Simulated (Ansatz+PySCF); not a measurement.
The numbers below are computed, except where a source is named.
Input for Ansatz (development build ahead of 0.2.0):

```yaml
crystal:
  periodic: [false, false, false]
  atoms:
    - { symbol: H, position_ang: [-0.01754, 0.95965, -1.33907] }
    - { symbol: C, position_ang: [0.063, 0.0, -0.85312] }
    - { symbol: "N", position_ang: [0.00437, 0.0, 0.59591] }
    - { symbol: H, position_ang: [-0.01754, -0.95965, -1.33907] }
    - { symbol: H, position_ang: [-0.96509, 0.0, 0.95106] }
    - { symbol: H, position_ang: [0.4664, 0.82766, 0.99215] }
    - { symbol: H, position_ang: [0.4664, -0.82766, 0.99215] }
basis:
  gaussian: { orbitals: cc-pVTZ }
total_charge: 1
magnetization:
  spin_polarized: true
  initial_magnetization: 1
hamiltonian:
  xc: hf
correlation:
  method: mp2
  frozen_orbitals: { C: 1, H: 0, "N": 1 }
output:
  forces: true
```

The input is written out in the form of the current development build from the run's settings.

The run gave:

* Converged: yes
* Reference energy: -94.97360 hartree
* Correlation energy: -0.35801 hartree
* Total energy: -95.33161 hartree
* Spin squared of the determinant: 0.763
* Stability test: minimum
* Occupied orbitals by symmetry in an Abelian subgroup (alpha; beta): 7 A' 2 A''; 6 A' 2 A''

Forces (eV/Å):
```json
{"atom": "H1", "Fx": "-0.009", "Fy": "-0.196", "Fz": "0.074"}
{"atom": "C2", "Fx": "0.042", "Fy": "0.000", "Fz": "-0.536"}
{"atom": "N3", "Fx": "-0.056", "Fy": "0.000", "Fz": "0.594"}
{"atom": "H4", "Fx": "-0.009", "Fy": "0.196", "Fz": "0.074"}
{"atom": "H5", "Fx": "0.194", "Fy": "0.000", "Fz": "-0.075"}
{"atom": "H6", "Fx": "-0.082", "Fy": "-0.151", "Fz": "-0.066"}
{"atom": "H7", "Fx": "-0.082", "Fy": "0.151", "Fz": "-0.066"}
```
